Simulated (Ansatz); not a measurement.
Two shapes of singlet CH₄.

Shape 1:

```xyz
5

C     0.0306    0.0043   -0.0393
H     0.6607    0.6198    0.6738
H     0.6828   -0.6375   -0.6444
H    -0.5955    0.6169   -0.6070
H    -0.6741   -0.6232    0.6061
```

Shape 2:

```xyz
5

C    -0.0062   -0.0077    0.0017
H     0.6359    0.6281    0.6261
H     0.6309   -0.6407   -0.6272
H    -0.6310    0.6427   -0.6301
H    -0.6308   -0.6245    0.6340
```

Basis set: STO-3G (spherical functions). Correlated methods keep 1 orbital frozen. Charge 0, multiplicity 1.

Computed with Ansatz (development build ahead of 0.2.0); each method stands on the lowest determinant of its kind that the runs found.

Task: Which shape is lower in energy, and by how much in each method?

Result:

```
 method  E(2) − E(1) (eV)
    RHF            -0.192
RHF-MP2            -0.157
```

Shape 2 is lower.
